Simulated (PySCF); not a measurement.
Basis-set dependence of excited states

Species: C2H3N.
Structure used (PBE0-D3(BJ)/def2-SVP), in Å, numbered top down from 1:
```
atom  x, y, z in Å
C1    -0.4728    0.0111   -0.0590
C2     0.9703   -0.0697    0.0829
N3     2.1199   -0.1346    0.1955
H4    -0.8440   -0.8295   -0.6627
H5    -0.9557   -0.0246    0.9283
H6    -0.7546    0.9512   -0.5543
```

TDDFT with PBE0 (PySCF), vertical singlets, core orbitals frozen in the response, spherical d and f functions. Geometry: PBE0-D3(BJ)/def2-SVP; no solvent, vibrations or thermal averaging.

```tsv
basis	functions	diffuse	S1 (eV)	S2 (eV)	S3 (eV)	S4 (eV)	S5 (eV)	LUMO (eV)	α (au)
6-31G*	48	no	7.82	8.24	8.24	9.52	9.52	1.25	23.0
def2-SVP	57	no	7.85	8.26	8.26	9.45	9.45	1.10	23.4
6-31+G*	60	yes	7.78	8.18	8.18	8.30	8.30	0.05	26.1
def2-SVPD	84	yes	7.76	8.14	8.14	8.61	8.62	0.38	28.9
aug-cc-pVDZ	96	yes	7.71	8.03	8.03	8.07	8.07	-0.32	29.6
def2-TZVP	111	no	7.74	8.11	8.11	8.94	8.94	0.83	27.5
def2-TZVPD	138	yes	7.71	8.07	8.07	8.24	8.24	-0.01	29.7
aug-cc-pVTZ	207	yes	7.69	8.03	8.03	8.04	8.04	-0.35	29.9
```

Q: How much do these states and the polarisability depend on the basis?

A: States are compared by their number. Against the largest diffuse basis here (aug-cc-pVTZ, itself not a converged limit), sets without diffuse functions differ by up to 0.15 eV in S1 and 1.48 eV in S5; the smaller diffuse sets differ by up to 0.09 and 0.57 eV. State by state, the largest deviation of a set without diffuse functions is S1 0.15, S2 0.23, S3 0.23, S4 1.48, S5 1.48 eV. The same number needn't mean the same state in each row. Against aug-cc-pVTZ the polarisability deviates by -23% in 6-31G*, -22% in def2-SVP, -13% in 6-31+G*, -3% in def2-SVPD, -1% in aug-cc-pVDZ, -8% in def2-TZVP, -1% in def2-TZVPD. A single + in a Pople set puts diffuse functions on heavy atoms only.
